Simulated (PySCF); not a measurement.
Numbering as in the mapped SMILES `[CH3:1][O:2]/[CH:3]=[CH:4]/[Cl:5]` (H(Xn): hydrogen on atom n).

Geometry: PBE0-D3(BJ)/def2-SVP; GIAO absolute shieldings from PySCF 2.14, gas phase, non-relativistic, averaged over equivalent atoms.

At PBE0/pcSseg-1 (117 basis functions, 8.6 s wall time on 1 thread of an Arm Neoverse V1, shared host):
| atoms | σ (ppm) |
| --- | --- |
| C3 | 26.9 |
| C4 | 80.4 |
| C1 | 129.8 |
| O2 | 221.4 |
| Cl5 | 832.7 |
| H(C3) | 24.47 |
| H(C4) | 26.29 |
| H(C1) | 27.83 |

Predict the values at PBE/pcSseg-2 on the same geometry.

## Answers


```tsv
atoms	σ at PBE/pcSseg-2	change
C3	20.8	-6.1
C4	74.9	-5.5
C1	121.7	-8.1
O2	201.4	-20.0
Cl5	789.2	-43.5
H(C3)	24.17	-0.30
H(C4)	25.86	-0.43
H(C1)	27.64	-0.19
```

The largest change is at Cl5 (chlorine bonded to C). Cost: 257 basis functions, 38 s wall time on 1 thread of an Arm Neoverse V1, shared host. The order of the carbon signals is the same at both levels.

Carbons that carry Cl, above all several Cl atoms, come out too deshielded, partly because spin–orbit coupling is missing.
